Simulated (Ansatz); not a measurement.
This geometry of FH$_{3}$Si (5 atoms, charge 0, multiplicity 1) is a first-order saddle point.

The calculation used Ansatz, RKS PBE-D4/def2-SVP.

```xyz
5
Properties=species:S:1:pos:R:3
Si 0.183 0.000 -0.421
F 0.989 0.000 1.421
H 1.630 -0.001 0.484
H -0.778 1.172 -0.303
H -0.780 -1.171 -0.302
```

Which two structures does it join? (They come from a converged band through this point; their orientation in space is the band's.)

Bonds broken: Si1–H3. Bonds formed: F2–H3. FH3Si becomes FH + H2Si.

Initial state:

```xyz
5
Properties=species:S:1:pos:R:3
Si 0.247 0.000 0.138
F 0.313 0.000 1.775
H 1.648 0.000 -0.401
H -0.482 1.231 -0.316
H -0.482 -1.231 -0.316
```

Final state:

```xyz
5
Properties=species:S:1:pos:R:3
Si 0.067 0.000 -0.683
F 1.078 0.000 1.274
H 1.885 0.000 0.770
H -0.894 1.118 -0.241
H -0.894 -1.118 -0.241
```

How far does it lie above each of them?

74.8 kcal/mol above the first and 2.9 kcal/mol above the second. This is the barrier of this one path; another mechanism may lie lower. The orbitals stay closed-shell, which can raise the energy where a bond breaks towards radicals; this wasn't checked here.

Time of the run: 19 s on 1 thread of Intel(R) Xeon(R) 6975P-C (Granite Rapids) (shared host), peak memory 0.11 GiB.
